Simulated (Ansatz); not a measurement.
# W: relaxation of cell and atoms

Method: DFT, PBE, PAW with Ansatz's default frozen-core files, scalar-relativistic (Ansatz 0.2.0).

Command: `ansatz run input.yaml --threads 1 --pin off --max-ram 2048MiB --backend cpu --events-out ev --progress --plain --runs-dir out` The run took 4.8 s on 1 thread of Intel(R) Xeon(R) Platinum 8488C (Sapphire Rapids), on a shared host.

```yaml
crystal:
  lattice:
    - [-1.6102605904, 1.6102605904, 1.6102605904]
    - [1.6102605904, -1.6102605904, 1.6102605904]
    - [1.6102605904, 1.6102605904, -1.6102605904]
  atoms:
    - { symbol: W, position: [0.0, 0.0, 0.0] }
kpoints:
  mp_grid: { grid: [14, 14, 14] }
scf:
  occupations: { method: fermi_dirac, width: 0.08 }
hamiltonian:
  xc: pbe
  pseudopotentials: { kind: paw }
output:
  forces: true
  stress: true
relax:
  f_tol: 0.005
  max_steps: 80
  cell: {}
```

No spin–orbit coupling, which matters for the heavy atoms here.

The cell is built from the bcc type as a first guess.

The cutoff is 420 eV; energies and pressures of the walk include the program's estimate of the Pulay term.

Each frame lists the cell vectors (Å), then Cartesian positions (Å); symmetry keeps all forces zero. Free energies count from the first step, -10384.8056 eV.

The walk took 6 evaluations in all; steps that aren't listed are left out.

Step 1: E = 0.0 meV, P = -9.51 GPa

```
cell -1.6103 1.6103 1.6103 1.6103 -1.6103 1.6103 1.6103 1.6103 -1.6103
W     0.0000    0.0000    0.0000
```

Step 2:

```
cell -1.5354 1.5354 1.5354 1.5354 -1.5354 1.5354 1.5354 1.5354 -1.5354
W     0.0000    0.0000    0.0000
```

(1) Give the energy, pressure of step 2.

(2) How does the relaxation end?

Results:

(1) E = +176.7 meV, P = 40.99 GPa, step rejected
```
W     0.0000    0.0000    0.0000
```

(2) It converges, with a = 3.185 Å, b = 3.185 Å, c = 3.185 Å, α = 90.00°, β = 90.00°, γ = 90.00° (conventional cell, space group Im-3m). The last solve (on a basis chosen afresh for the final cell, so its energy is not quite comparable) gives E = -16.9 meV, P = 0.00 GPa:
```
cell -1.5923 1.5923 1.5923 1.5923 -1.5923 1.5923 1.5923 1.5923 -1.5923
W     0.0000    0.0000    0.0000
```
